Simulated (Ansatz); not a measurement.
The same path of BH4N + F (7 atoms, charge 0, multiplicity 2) was run twice with different band settings. Lost on the way: B1–H2. Made: H2–F7.

All numbers below come from Ansatz 0.2.0, UHF/def2-SVP.

Relaxed end points:

```xyz
7
Properties=species:S:1:pos:R:3
B 0.042 -0.199 -0.202
H 0.297 -1.171 0.457
H 0.901 0.585 -0.507
N -1.263 0.018 -0.625
H -2.019 -0.596 -0.404
H -1.533 0.804 -1.179
F -0.339 0.560 3.110
```

```xyz
7
Properties=species:S:1:pos:R:3
B 0.256 0.165 -0.565
H 0.051 -0.507 1.943
H 0.951 0.408 -1.509
N -1.119 0.180 -0.543
H -1.650 -0.033 0.278
H -1.676 0.403 -1.345
F -0.728 -0.616 2.392
```

Common settings: spring 5.0 eV/Å²; optimiser quadratic models (default); start path through a guess of the saddle point; force threshold 0.03 eV/Å; iteration limit 60; end points relaxed.

| run | movable images | climbing image |
| --- | --- | --- |
| 1 | 5 | yes |
| 2 | 6 | no |

Question: What does each run give, and how far can it be trusted?

Answer: Run 1: converged after 26 iterations, highest image 0.685 eV above the first end. A vibrational analysis at the climbing image gives one clearly imaginary mode, 2174i cm⁻¹: a first-order saddle point.
Run 2: converged after 52 iterations, highest image 0.194 eV above the first end. No image climbed, so the highest image needn't sit at the top of the path.
